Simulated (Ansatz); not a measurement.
## Relative stability

Two relaxed structures of CH₄LiSi, doublet (PBE0-D4/def2-TZVP; forces vanish, vibrations not checked).

A:

```xyz
7
angstrom
Li -2.3380 -0.9466 0.7037
C -0.6047 -0.9150 -0.1213
Si 0.5130 0.5329 -0.0070
H -0.1435 -1.7187 -0.7092
H 0.8617 1.1561 -1.3270
H 1.8254 0.2549 0.6658
H -0.1138 1.6364 0.7951
```

B:

```xyz
7
angstrom
Li -1.9556 -0.3174 -0.7323
C -0.4131 -0.9556 0.5044
Si 0.1969 0.6670 0.0544
H 0.0277 -1.8435 0.0538
H -0.8297 -1.1213 1.4966
H 1.4122 0.7257 -0.8079
H 0.2588 1.6971 1.1310
```

Ansatz 0.2.0; basis: def2-TZVPP; cores frozen in the correlated methods; orbitals are unrestricted. The outer core shell of Li, Na, Mg and K is correlated. B3LYP uses VWN-RPA correlation.

Problem. Which structure is lower at CCSD(T), and by how much? (To be estimated.)

Solution. By the calculation: B, by 0.571 eV (electronic energy, against the other). By their contacts, A is CH₄LiSi ([Li][CH][SiH3]) and B is CH₄LiSi ([Li]1[CH2][SiH2]1).

All methods give the same order:

```tsv
method	E(B) − E(A) (eV)
PBE-D4	-0.804
r2SCAN-D4	-0.644
PBE0-D4	-0.709
B3LYP-D4	-0.597
wB97M-V	-0.558
HF	-0.144
MP2	-0.668
CCSD	-0.504
CCSD(T)	-0.571
```

T1 diagnostic: at most 0.016. ⟨S²⟩ of the unrestricted Hartree–Fock references: 0.76 to 0.77 (a pure state has 0.75).

Labels in which every atom is bracketed show which atoms are joined, not bond orders.

For scale, one of the runs: CCSD(T)/def2-TZVPP, 148 basis functions, launched by `ansatz run in.yaml --threads 2 --pin off --events-out ev --progress --plain --max-ram 4352MiB`. The run took 39 s on 2 CPU threads of an Arm Neoverse V2 (shared host), with 2.1 GiB of host memory at its peak.
